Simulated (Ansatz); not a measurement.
Basis-set extrapolation for C3H5ClOS (`OC/C=C(/S)Cl`) (PBE0-D4/def2-TZVP geometry, frozen core, Ansatz 0.2.0). Multiplicity 1, RHF reference.

```json
{"": "HF", "def2-TZVPP": "-1048.468166", "def2-QZVPP": "-1048.500912"}
{"": "MP2 correlation", "def2-TZVPP": "-1.096805", "def2-QZVPP": "-1.183266"}
{"": "CCSD(T) correlation", "def2-TZVPP": "-1.198851", "def2-QZVPP": "not run"}
```

Energies in hartree. Use E(X) = E(∞) + A·exp(−7.88·√X) for Hartree–Fock and E(X) = E(∞) + B·X^(−2.97) for correlation, with X = 3 and 4, and add CCSD(T) minus MP2 of the smaller set to the MP2 limit.

Problem. What is the CCSD(T) energy at the basis-set limit?

Solution. HF limit: -1048.500912 + (-0.032746) × 0.13774 = -1048.50542. MP2 limit: -1.183266 + (-0.086461) × 0.74074 = -1.24731. Higher-order term: -1.198851 − (-1.096805) = -0.10205. Total: -1049.85478 hartree, 493.0 kJ/mol below CCSD(T)/def2-TZVPP.
